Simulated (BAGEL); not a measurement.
**C2H6Si (SMILES C=C[SiH3]), step by step**

Aim: a single-point energy (HF/6-31G*), then the energy (NEVPT2(2,2)/6-31G*), then the energy (CASPT2(2,2)/6-31G*) of C2H6Si. 

The results are computed with BAGEL 1.2.2.

2 further runs of the same task are left out: 2 set aside as unsound or not needed.

**1. The structure to begin with**

The species is C2H6Si (9 atoms), meant as a singlet with charge 0. As SMILES, `C=C[SiH3]`. The C2–Si3 distance was set to 5.206 Å, away from the relaxed value. At this shape a bond of the SMILES string is far longer than usual.

Bond lengths: C1–C2 1.330 Å, C1–H4 1.087 Å, C1–H5 1.087 Å, C2–H6 1.089 Å, Si3–H7 1.488 Å, Si3–H8 1.487 Å, Si3–H9 1.488 Å. Angles: C1–C2–H6 118.1°, C2–C1–H4 121.7°, C2–C1–H5 122.2°, H4–C1–H5 116.1°, H7–Si3–H8 109.3°, H7–Si3–H9 107.5°, H8–Si3–H9 109.3°.

**2. A single-point energy at HF/6-31G(d) (density fitting with svp-jkfit, spherical functions) (run 1)**

Contents of job.json:

```json
{ "bagel" : [

{
  "title" : "molecule",
  "basis" : "6-31gs.json",
  "df_basis" : "svp-jkfit",
  "angstrom" : false,
  "geometry" : [
    { "atom" : "C", "xyz" : [    -3.49809471,     7.23817829,    -4.00318070 ] },
    { "atom" : "C", "xyz" : [    -2.28413464,     6.94016848,    -1.82262573 ] },
    { "atom" : "Si", "xyz" : [     1.05938047,    -1.76122475,     1.32299726 ] },
    { "atom" : "H", "xyz" : [    -3.86092212,     5.65609958,    -5.26098241 ] },
    { "atom" : "H", "xyz" : [    -4.18406529,     9.06818907,    -4.63283745 ] },
    { "atom" : "H", "xyz" : [    -1.98045566,     8.60218261,    -0.64721608 ] },
    { "atom" : "H", "xyz" : [     3.84710444,    -1.68922618,     1.68903721 ] },
    { "atom" : "H", "xyz" : [     0.42216482,    -3.72729581,    -0.58071284 ] },
    { "atom" : "H", "xyz" : [    -0.10053343,    -2.44587252,     3.79211341 ] }
  ]
},

{
  "title" : "hf"
},

{
  "title" : "print",
  "file" : "orbitals.molden",
  "orbitals" : true
}

]}
```

The basis set 6-31G* is read from a file made from the Basis Set Exchange's data (not shown).

On the command line:

```bash
$ BAGEL_NUM_THREADS=1 BAGEL job.json > job.out
```

The log of the run:

```text
* using 1 threads per process

  ===============================================================
  ===============================================================

  *** Geometry ***

  { "atom" : "C", "xyz" : [     -3.498095,      7.238178,     -4.003181 ] },
  { "atom" : "C", "xyz" : [     -2.284135,      6.940168,     -1.822626 ] },
  { "atom" : "Si", "xyz" : [      1.059380,     -1.761225,      1.322997 ] },
  { "atom" : "H", "xyz" : [     -3.860922,      5.656100,     -5.260982 ] },
  { "atom" : "H", "xyz" : [     -4.184065,      9.068189,     -4.632837 ] },
  { "atom" : "H", "xyz" : [     -1.980456,      8.602183,     -0.647216 ] },
  { "atom" : "H", "xyz" : [      3.847104,     -1.689226,      1.689037 ] },
  { "atom" : "H", "xyz" : [      0.422165,     -3.727296,     -0.580713 ] },
  { "atom" : "H", "xyz" : [     -0.100533,     -2.445873,      3.792113 ] },

  Number of auxiliary basis functions:      386

  Since a DF basis is specified, we compute 2- and 3-index integrals:
    o Being stored without compression. Storage requirement is 0.010 GB

  Number of basis functions:       58
  Number of electrons      :       32

    * METHOD: MOLECULE                             0.12

  *** RHF ***

  === Nuclear Repulsion ===
    67.1065959003

      * DIIS with orbital gradients will be used.

  === RHF iteration (6-31gs.json) ===
      0       -367.56761381          0.02072552           0.02
      1       -367.33787172          0.02947927           0.02
      2       -367.73928452          0.01032394           0.02
      3       -367.80235285          0.00644366           0.02
      4       -367.81166407          0.00407533           0.02
      5       -367.81655110          0.00175402           0.02
      6       -367.81758540          0.00047693           0.02
      7       -367.81766541          0.00012132           0.02
      8       -367.81767250          0.00001127           0.02
      9       -367.81767259          0.00000891           0.02
     10       -367.81767263          0.00000189           0.02
     11       -367.81767264          0.00000026           0.02
     12       -367.81767264          0.00000009           0.02
     13       -367.81767264          0.00000005           0.02
     14       -367.81767264          0.00000002           0.02
     15       -367.81767264          0.00000001           0.02
    * SCF iteration converged.

    * Permanent dipole moment:
           (   -0.053958,     0.200749,    -0.028902) a.u.

    * METHOD: HF                                   0.43

    * METHOD: PRINT                                0.01

  ===============================================================
```

It took 0.68 s on 1 thread of Arm Neoverse V1, shared host; peak memory 0.15 GiB.

**3. The energy at NEVPT2(2,2)/6-31G(d) (density fitting with svp-jkfit, spherical functions) (run 2)**

Contents of input.json:

```json
{ "bagel" : [

{
  "title" : "molecule",
  "basis" : "6-31gs.json",
  "df_basis" : "svp-jkfit",
  "geometry" : [
    { "atom" : "C", "xyz" : [ -3.49809471,  7.23817829, -4.00318070 ] },
    { "atom" : "C", "xyz" : [ -2.28413464,  6.94016848, -1.82262573 ] },
    { "atom" : "Si", "xyz" : [  1.05938047, -1.76122475,  1.32299726 ] },
    { "atom" : "H", "xyz" : [ -3.86092212,  5.65609958, -5.26098241 ] },
    { "atom" : "H", "xyz" : [ -4.18406529,  9.06818907, -4.63283745 ] },
    { "atom" : "H", "xyz" : [ -1.98045566,  8.60218261, -0.64721608 ] },
    { "atom" : "H", "xyz" : [  3.84710444, -1.68922618,  1.68903721 ] },
    { "atom" : "H", "xyz" : [  0.42216482, -3.72729581, -0.58071284 ] },
    { "atom" : "H", "xyz" : [ -0.10053343, -2.44587252,  3.79211341 ] }
  ]
},
{ "title" : "hf" },
{ "title" : "casscf", "nstate" : 1, "nact" : 2, "nclosed" : 15, "active" : [16, 17], "maxiter" : 200, "natocc" : "true" },
{ "title" : "nevpt2", "nstate" : 1, "nact" : 2, "nclosed" : 15, "active" : [16, 17], "maxiter" : 200, "natocc" : "true", "ncore" : 7 },
{ "title" : "print", "file" : "orbitals.molden", "orbitals" : "true" }

]}
```

The basis set 6-31G* is read from a file made from the Basis Set Exchange's data (not shown).

On the command line:

```bash
$ BAGEL_NUM_THREADS=1 BAGEL input.json > input.out
```

The log of the run:

```text
* using 1 threads per process

  ===============================================================
  ===============================================================

  *** Geometry ***

  { "atom" : "C", "xyz" : [     -3.498095,      7.238178,     -4.003181 ] },
  { "atom" : "C", "xyz" : [     -2.284135,      6.940168,     -1.822626 ] },
  { "atom" : "Si", "xyz" : [      1.059380,     -1.761225,      1.322997 ] },
[... 5 lines of this table left out ...]
  { "atom" : "H", "xyz" : [     -0.100533,     -2.445873,      3.792113 ] },

  Number of auxiliary basis functions:      386

  Since a DF basis is specified, we compute 2- and 3-index integrals:
    o Being stored without compression. Storage requirement is 0.010 GB

  Number of basis functions:       58
  Number of electrons      :       32

    * METHOD: MOLECULE                             0.12

  *** RHF ***

  === Nuclear Repulsion ===
    67.1065959003

      * DIIS with orbital gradients will be used.

  === RHF iteration (6-31gs.json) ===
      0       -367.56761381          0.02072552           0.02
      1       -367.33787172          0.02947927           0.02
      2       -367.73928452          0.01032394           0.02
[... 12 lines of this table left out ...]
     15       -367.81767264          0.00000001           0.02
    * SCF iteration converged.

    * Permanent dipole moment:
           (   -0.053958,     0.200749,    -0.028902) a.u.

    * METHOD: HF                                   0.42

  ---------------------------
      CASSCF calculation
  ---------------------------

    ==== Active orbitals : =====
         Orbital 16
         Orbital 17
    ============================

    * nstate   :      1
    * nclosed  :     15
    * nact     :      2
    * nvirt    :     41
  === CASSCF iteration (6-31gs.json) ===

    * Using the second-order algorithm

      0  0      -367.95845482     7.40e-03      0.01

      1  0      -367.97755148     6.49e-04      0.10
[... 11 lines of this table left out ...]
      7  0      -367.97762851     1.47e-09      0.08

    * Second-order optimization converged. *

     guess   0:   closed 1.                   open ..

  === FCI iteration ===

      0  0      -367.79732552     9.58e-02      0.00
      1  0      -367.97686743     8.49e-03      0.00
      2  0 *    -367.97762851     4.78e-16      0.00

     * ci vector, state   0, <S^2> = 0.0000
       2.     0.7274340989
       .2    -0.6861775512

    * METHOD: CASSCF                               0.76

    * freezing 7 orbitals

  === DF-NEVPT2 calculation ===

    * 3-index integral transformation done
    * assembly done

      NEVPT2 correlation energy:   -0.2977280563      0.06

          (+0)     -0.2403398517
          (+0)'    -0.0074690102
          (+1)     -0.0121493673
          (+1)'    -0.0000000000
          (+2)     -0.0000048384
          (-1)     -0.0377513748
          (-1)'     0.0000000000
          (-2)     -0.0000136140

      NEVPT2 total energy:       -368.2753565625

    * METHOD: NEVPT2                               0.10

    * METHOD: PRINT                                0.01

  ===============================================================
```

Run time: 1.5 s. Hardware: 1 thread of Arm Neoverse V1, shared host; peak memory 0.15 GiB.

**4. A single-point energy at CASPT2(2,2)/6-31G(d) (density fitting with svp-jkfit, spherical functions) (run 3)**

Contents of caspt2.json:

```json
{ "bagel" : [

{
  "title" : "molecule",
  "basis" : "6-31gs.json",
  "df_basis" : "svp-jkfit",
  "angstrom" : false,
  "geometry" : [
    { "atom" : "C", "xyz" : [ -3.49809471,  7.23817829, -4.00318070 ] },
    { "atom" : "C", "xyz" : [ -2.28413464,  6.94016848, -1.82262573 ] },
    { "atom" : "Si", "xyz" : [  1.05938047, -1.76122475,  1.32299726 ] },
    { "atom" : "H", "xyz" : [ -3.86092212,  5.65609958, -5.26098241 ] },
    { "atom" : "H", "xyz" : [ -4.18406529,  9.06818907, -4.63283745 ] },
    { "atom" : "H", "xyz" : [ -1.98045566,  8.60218261, -0.64721608 ] },
    { "atom" : "H", "xyz" : [  3.84710444, -1.68922618,  1.68903721 ] },
    { "atom" : "H", "xyz" : [  0.42216482, -3.72729581, -0.58071284 ] },
    { "atom" : "H", "xyz" : [ -0.10053343, -2.44587252,  3.79211341 ] }
  ]
},
{
  "title" : "hf",
  "charge" : 0
},
{
  "title" : "casscf",
  "nstate" : 1,
  "nact" : 2,
  "nclosed" : 15,
  "charge" : 0,
  "active" : [16, 17],
  "maxiter" : 200,
  "natocc" : true
},
{
  "title" : "print",
  "file" : "orbitals.molden",
  "orbitals" : true
},
{
  "title" : "smith",
  "method" : "caspt2",
  "ms" : true,
  "xms" : true,
  "sssr" : true,
  "shift" : 0.2,
  "shift_imag" : true,
  "ncore" : 7
}

]}
```

The basis set 6-31G* is read from a file made from the Basis Set Exchange's data (not shown).

On the command line:

```bash
$ BAGEL_NUM_THREADS=1 BAGEL caspt2.json > caspt2.out
```

The log of the run:

```text
* using 1 threads per process

  ===============================================================
  ===============================================================

  *** Geometry ***

  { "atom" : "C", "xyz" : [     -3.498095,      7.238178,     -4.003181 ] },
  { "atom" : "C", "xyz" : [     -2.284135,      6.940168,     -1.822626 ] },
  { "atom" : "Si", "xyz" : [      1.059380,     -1.761225,      1.322997 ] },
[... 5 lines of this table left out ...]
  { "atom" : "H", "xyz" : [     -0.100533,     -2.445873,      3.792113 ] },

  Number of auxiliary basis functions:      386

  Since a DF basis is specified, we compute 2- and 3-index integrals:
    o Being stored without compression. Storage requirement is 0.010 GB

  Number of basis functions:       58
  Number of electrons      :       32

    * METHOD: MOLECULE                             0.12

  *** RHF ***

  === Nuclear Repulsion ===
    67.1065959003

      * DIIS with orbital gradients will be used.

[... 6 lines left out ...]
    * SCF iteration converged.
[... 1 line left out ...]
    * Permanent dipole moment:
[... 27 lines left out ...]
    * Second-order optimization converged. *
[... 9 lines left out ...]
     * ci vector, state   0, <S^2> = 0.0000
[... 16 lines left out ...]
    * Zeroth order energy : state  0       -0.3001009976

    * CASPT2 iteration is performed using orthogonal basis

      -------------------------------------------  CASPT2 iteration  ---------------------------------------------------
       #      aibj      arbs      arbi      airj      risj      airs      arst      rist         Etot      error   time
      ------------------------------------------------------------------------------------------------------------------

       0  -0.23880  -0.00002  -0.04193  -0.01385  -0.00001  -0.00721   0.00000   0.00000   -0.3018218  0.0006210   0.02
       1  -0.23882  -0.00002  -0.04196  -0.01386  -0.00001  -0.00728  -0.00000  -0.00000   -0.3019460  0.0000734   0.02
       2  -0.23882  -0.00002  -0.04196  -0.01386  -0.00001  -0.00728  -0.00000  -0.00000   -0.3019477  0.0000079   0.02
       3  -0.23882  -0.00002  -0.04196  -0.01386  -0.00001  -0.00728  -0.00000  -0.00000   -0.3019477  0.0000008   0.02

      ------------------------------------------------------------------------------------------------------------------

    * CASPT2 energy : state  0     -368.2820708571
        w/o shift correction       -368.2795762447
        reference weight              0.8902059959

    * METHOD: SMITH                                0.16

  ===============================================================
```

Wall time 1.6 s (1 thread of Arm Neoverse V1, shared host); peak memory 0.15 GiB.

**5. Outcome**

| quantity | value |
| --- | --- |
| run 1, HF/6-31G*: total energy | -367.81767 Eh |
| run 1, HF/6-31G*: dipole moment | 0.53 D |
| run 1, HF/6-31G*: HOMO energy | -5.99 eV |
| run 1, HF/6-31G*: LUMO energy | -2.37 eV |
| run 1, HF/6-31G*: HOMO–LUMO gap | 3.61 eV |
| run 2, NEVPT2(2,2)/6-31G*: total energy | -368.27536 Eh |
| run 3, CASPT2(2,2)/6-31G*: total energy | -368.28207 Eh |

One bond (run 1, HF/6-31G*) is far stretched, which a spin-restricted single reference describes badly; a broken-symmetry solution may lie lower.
